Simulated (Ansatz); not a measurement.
# SiHO (quartet): wave-function methods side by side, def2-QZVPP

The task here is to estimate one member of a computed series from the others.

Computed with Ansatz 0.2.0, Gaussian basis. Level: def2-QZVPP, core rule «outside noble gas», up to 6 orbitals frozen.

To be run: UHF; ROHF; CCSD(T) on UHF.

2 further runs of the same task are left out: 2 set aside as unsound or not needed.

## What is computed

The geometry is a PBE0/def2-TZVP stationary point (not a proven minimum) of the parent state, kept for this charge and spin.

3 atoms, charge 0, spin multiplicity 4.

Atoms are counted from 1 here; the program's logs count them from 0.

Bond lengths: Si1–O2 1.523 Å, Si1–H3 1.528 Å. Angles: O2–Si1–H3 118.9°.

Set-up of the first run:

in.yaml reads:

```yaml
crystal:
  periodic: [false, false, false]
  atoms:
    - {symbol: Si, position_ang: [0.000000, -0.101589, 0.514766]}
    - {symbol: O, position_ang: [0.000000, 0.107669, -0.993765]}
    - {symbol: H, position_ang: [0.000000, 1.121646, 1.430812]}
basis:
  gaussian: {orbitals: "def2-QZVPP.json"}
magnetization: {spin_polarized: true, initial_magnetization: 3}
hamiltonian: {xc: hf}
output: {orbitals: {seedname: orbitals}}
```

Command:

```
$ ansatz run in.yaml --threads 1 --pin off --events-out ev --progress --plain --max-ram 4096MiB --backend cpu
```

Steps of the session up to this table: UHF; ROHF; CCSD(T) on UHF.

One of the session's tables, all rows but one given; the rest of the session is left out.

```
  method  from UCCSD(T) (kJ/mol)
    ROHF                       ?
     UHF                  +823.0
    UMP2                   +91.1
   UCCSD                   +27.0
UCCSD(T)                       0
```

**Question.** Estimate the row for ROHF.

As computed: from UCCSD(T) (kJ/mol): +841.0. In the column «from UCCSD(T) (kJ/mol)» it is the highest.

Limits of these values: Warnings: coupled cluster took another determinant than the lowest.
